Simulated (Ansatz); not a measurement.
An input meant for the cluster MgAl2²⁻ (charge -2, singlet; scaled by 0.96).

```yaml
crystal:
  periodic: [true, true, true]
  atoms:
    - {symbol: Al, position_ang: [1.017775, -0.399611, -0.926393]}
    - {symbol: Al, position_ang: [0.244362, -0.354901, 1.366890]}
    - {symbol: Mg, position_ang: [-1.262137, 0.754511, -0.440496]}
basis:
  gaussian: {orbitals: def2-TZVP}
total_charge: -2
hamiltonian: {xc: {name: PBE0}, dispersion: d4}
scf: {omitted_lower_state_checks: [starts]}
output: {forces: true}
```

```sh
$ ansatz run in.yaml --threads 4 --pin off --events-out ev --progress --plain --max-ram 3916MiB
```

Shortened log:

```
Error: YAML parse error: error: line 2 column 3: crystal: missing field `lattice` (a structure is typed as `lattice` and `atoms`, a molecule's as `atoms` in Å alone, or read from a run's directory, `checkpoint`)
 --> <input>:2:3
1 | crystal:
2 |   periodic: [true, true, true]
3 |   atoms:
4 |     - {symbol: Al, position_ang: [1.017775, -0.399611, -0.926393]}
```

Q: What is wrong with this run?

A: The species is marked periodic without a cell. The input was rejected before any iteration.
